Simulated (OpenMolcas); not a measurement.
**[SiPH6]+ (SMILES [SiH3][PH3+]), run twice**

Wanted: the energy of [SiPH6]+, SOS-MP2/pcseg-2 (RICD fitting, electric field -0.02 a.u., field axis y).

The results are computed with OpenMolcas 26.06.

8 further runs of the same task are left out: 8 set aside as unsound or not needed.

## (1) The molecule

[SiPH6]+: 8 atoms, total charge +1, spin state singlet. SMILES: `[SiH3][PH3+]`. The shape is that of a GFN2-xTB optimisation.

Bond lengths: Si1–P2 2.357 Å, Si1–H3 1.460 Å, Si1–H4 1.460 Å, Si1–H5 1.460 Å, P2–H6 1.378 Å, P2–H7 1.378 Å, P2–H8 1.378 Å. Some angles: Si1–P2–H6 118.1°, Si1–P2–H7 117.8°, Si1–P2–H8 118.3°, P2–Si1–H3 100.3°, P2–Si1–H4 100.4°, P2–Si1–H5 100.2°, H6–P2–H7 99.7°, H6–P2–H8 99.7°, H7–P2–H8 99.7°, H3–Si1–H4 116.9°.

## (2) First attempt

Contents of input.xyz:

```xyz
8

Si    -0.470960     0.566370    -1.099950
P      0.365010    -0.443380     0.859200
H     -0.094330    -0.437370    -2.091670
H     -1.888550     0.663780    -0.763060
H      0.295360     1.809660    -1.096990
H      0.210770     0.229090     2.051630
H      1.715080    -0.712290     0.918170
H     -0.132380    -1.675860     1.222670
```

Contents of mol.inp:

```
&GATEWAY
 BasLib
 $CurrDir
 Coord
 input.xyz
 Basis
 pcseg-2
 Group
 NoSym
 RICD

&SEWARD

&FFPT
 Dipole
 Y 0.02

&SCF
 Charge
 1
 Spin
 2
 PrOrbitals
 1 1

&MBPT2
 SOSMP2
 Frozen
 10
```

On the command line:

```bash
$ export MOLCAS_MEM=1860
$ pymolcas mol.inp > mol.log
```

The log of the run:

```text
--- Start Module: gateway ---

                                              &GATEWAY

                       available to each process: 1.9 GB of memory, 1 thread

 Basis Set     1 Label: SI.PCSEG-2
 Basis set is read from library:.
 basistype.tbl is not found

 Basis Set     2 Label: P.PCSEG-2
 Basis set is read from library:.
 basistype.tbl is not found

 Basis Set     3 Label: H.PCSEG-2
 Basis set is read from library:.
 basistype.tbl is not found

++    Symmetry information:
      ---------------------

                    Character Table for C1

                             E
                    a        1  x, y, xy, Rz, z, xz, Ry, yz, Rx, I
--

++    Basis set information:
      ----------------------

      Basis set label: SI.PCSEG-2.........

      Electronic valence basis set:
      ------------------
      Associated Effective Charge  14.000000 au
      Associated Actual Charge     14.000000 au
      Nuclear Model: Point charge

      Shell  nPrim  nBasis  Cartesian Spherical Contaminant
         s      15       5        X
         p      11       4        X
         d       2       2                 X
         f       1       1                 X

      Basis set label: P.PCSEG-2.........

[... 120 lines left out ...]
--- Stop Module: seward /rc=_RC_ALL_IS_WELL_ ---
--- Module seward spent 2 seconds ---

--- Start Module: ffpt ---

                                               &FFPT

                       available to each process: 1.9 GB of memory, 1 thread

      Header of the ONEINT file:
      --------------------------

      Cartesian coordinates in angstrom:
      -----------------------------------------------------
      No.  Label        X            Y            Z
      -----------------------------------------------------
       1   SI1       -0.47096000   0.56637000  -1.09995000
       2   P2         0.36501000  -0.44338000   0.85920000
       3   H3        -0.09433000  -0.43737000  -2.09167000
[... 4 lines of this table left out ...]
       8   H8        -0.13238000  -1.67586000   1.22267000
      -----------------------------------------------------
      Nuclear repulsion energy =   97.14078443

      The following tasks will be executed:
      -------------------------------------

      FFPT    DIPO    COMP    COMP0   Y= 0.020000

--- Stop Module: ffpt /rc=_RC_ALL_IS_WELL_ ---

--- Start Module: scf ---

                                                &SCF

                       available to each process: 1.9 GB of memory, 1 thread

 ###############################################################################
 ###############################################################################
 ###    ERROR: Input error!                                                  ###
 ###    zSpin inconsistent with number of electrons                          ###
 ###############################################################################

--- Stop Module: scf /rc=-6 ---

.########################.
.# Non-zero return code #.
.########################.

    Timing: Wall=3.89 User=3.28 System=0.28
```

Wall time 4.2 s (1 thread of Intel Xeon Platinum 8375C at 2.90GHz (Ice Lake), shared host); peak memory 0.24 GiB.

## (3) Reading the log

The program broke off before the end.

The log says `ERROR: Input error`. The fault: the electron count doesn't fit the spin or reference typed: an even count needs an odd multiplicity, an odd count an even one.

## (4) The mended input

input.xyz is that of step 2.

Contents of mol.input:

```
&GATEWAY
 BasLib = $CurrDir
 Coord = input.xyz
 Basis = pcseg-2
 Group = NoSym
 RICD

&SEWARD

&FFPT
 Dipole
 Y 0.02

&SCF
 Charge = 1
 PrOrbitals = 1

&MBPT2
 SOSMP2
 Frozen = 10
```

The basis set pcseg-2 is read from a file made from the Basis Set Exchange's data (not shown).

On the command line:

```bash
$ export MOLCAS_MEM=1860
$ pymolcas mol.input > mol.log
```

The log of the run:

```text
--- Start Module: gateway ---
[...]
--- Stop Module: gateway /rc=_RC_ALL_IS_WELL_ ---
[...]
      Basis functions          152
[...]
--- Start Module: scf ---
[...]
       Convergence after  12 Iterations
[...]
::    Total SCF energy                               -632.9418653940
[...]
      Total spin, S                                     0.0000000000
[...]
      Total electronic charge=   34.000000
      Total            charge=    1.000000
[...]
      Dipole Moment (debye):
      Origin of the operator (angstrom)=   -0.0271    0.0306   -0.0603
                   X=  5.0224E-01               Y= -2.6047E+00               Z=  1.1945E+00           Total=  2.9093E+00
      Center of Charge (angstrom)
[...]
--- Stop Module: scf /rc=_RC_ALL_IS_WELL_ ---
[...]
--- Start Module: mbpt2 ---
[...]
WARNING!
Default frozen orbitals as non valence orbitals is overwritten by user input.
Default values:   7
[...]
::    Total MBPT2 energy                             -633.2469470337
[...]
--- Stop Module: mbpt2 /rc=_RC_ALL_IS_WELL_ ---
[...]
```

It took 14 s on 1 thread of Intel Xeon Platinum 8375C at 2.90GHz (Ice Lake), shared host; peak memory 0.24 GiB.

## (5) Outcome

Level: SOS-MP2/pcseg-2 (RICD fitting, electric field -0.02 a.u., field axis y).

| quantity | value |
| --- | --- |
| total energy | -633.24695 Eh |
| HOMO–LUMO gap (Hartree–Fock orbitals) | 15.57 eV |
| correlation energy (10 core orbitals frozen) | -305.1 mEh |
